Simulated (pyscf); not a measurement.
HF + F–C•(F)–F → F–C(F)(F)–F + H• (atom transfer; doublet surface; F–H broken, C–F formed). Optimised with ωB97X-D3(BJ)/def2-SVP in PySCF. Energies in kcal/mol from the separated reactants.

```
level                      barrier  reaction energy
----------------------  ----------  ---------------
ωB97X-D3(BJ)/def2-TZVP        50.4             +6.3
PBE/def2-TZVP                 36.5             +7.7
B3LYP-D3(BJ)/def2-TZVP  (withheld)            +10.8
PBE0-D3(BJ)/def2-TZVP         44.8             +6.3
M06-2X/def2-TZVP        (withheld)       (withheld)
HF/def2-TZVP                  70.5             +4.9
```

Q: What belongs in the gaps?

A: 
- B3LYP-D3(BJ)/def2-TZVP, barrier: 43.9
- M06-2X/def2-TZVP, barrier: 49.5
- M06-2X/def2-TZVP, reaction energy: +5.2

The functionals in the table span 13.9 kcal/mol in this barrier, from PBE to ωB97X-D3(BJ). One saddle was located; it need not be the lowest between these sides. The angle at the transferred F is 180°.
